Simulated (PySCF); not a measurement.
PS: a composite coupled-cluster calculation

State: ²Π, doublet, unpaired electrons π ↑. De refers to P + S. ROHF-based CCSD(T) in PySCF 2.14 with P cc-pV(T+d)Z, S cc-pV(T+d)Z and P cc-pV(Q+d)Z, S cc-pV(Q+d)Z (frozen core orbitals: 10; no relativity). Correlation energies are extrapolated as n⁻³ (n = 3, 4), Hartree–Fock as (n+1)·exp(−9√n). SR is the spin-free X2C energy in P cc-pVTZ-DK, S cc-pVTZ-DK less the non-relativistic one in P cc-pVTZ, S cc-pVTZ.

```json
{"Level": "CCSD(T)/TZ", "Re (Å)": "1.9142", "ωe (cm⁻¹)": "731.6", "ωexe (cm⁻¹)": "2.90", "αe (cm⁻¹)": "0.00153", "De (eV)": "4.092"}
{"Level": "CCSD(T)/QZ", "Re (Å)": "1.9058", "ωe (cm⁻¹)": "741.6", "ωexe (cm⁻¹)": "2.88", "αe (cm⁻¹)": "0.00152", "De (eV)": "4.337"}
{"Level": "HF/CBS", "Re (Å)": "1.8697", "ωe (cm⁻¹)": "826.3", "ωexe (cm⁻¹)": "2.43", "αe (cm⁻¹)": "0.00131", "De (eV)": "1.843"}
{"Level": "MP2/CBS", "Re (Å)": "1.8939", "ωe (cm⁻¹)": "772.2", "ωexe (cm⁻¹)": "2.61", "αe (cm⁻¹)": "0.00140", "De (eV)": "4.620"}
{"Level": "CCSD/CBS", "Re (Å)": "1.8880", "ωe (cm⁻¹)": "780.0", "ωexe (cm⁻¹)": "2.65", "αe (cm⁻¹)": "0.00142", "De (eV)": "4.157"}
{"Level": "CCSD(T)/CBS", "Re (Å)": "1.9009", "ωe (cm⁻¹)": "749.2", "ωexe (cm⁻¹)": "2.86", "αe (cm⁻¹)": "0.00151", "De (eV)": "4.500"}
{"Level": "CCSD(T)/CBS+SR", "Re (Å)": "1.9007", "ωe (cm⁻¹)": "747.6", "ωexe (cm⁻¹)": "2.86", "αe (cm⁻¹)": "0.00151", "De (eV)": "4.488"}
```

Q: How much is left between CCSD(T)/QZ and the basis-set limit, and how much do the triples give at the limit?

A: CCSD(T)/CBS less CCSD(T)/QZ: -4.9 mÅ in Re, +7.6 cm⁻¹ in ωe and +0.163 eV in De. CCSD(T)/CBS less CCSD/CBS: +12.9 mÅ in Re, -30.8 cm⁻¹ in ωe and +0.343 eV in De.

Q: What do the later terms add?

A: SR: -0.2 mÅ in Re, -1.6 cm⁻¹ in ωe and -0.012 eV in De, each against the row above.

The T1 diagnostic is 0.029. The state was picked by a PBE0 search and need not be the measured ground state. Spin–orbit coupling, excitations beyond (T) and corrections to the Born–Oppenheimer picture are left out.

The whole job (state search and all basis sets along the bond) took about 6.5 min on 4 threads of AMD EPYC 9R45 96-Core (shared host), peak memory 11 GiB.
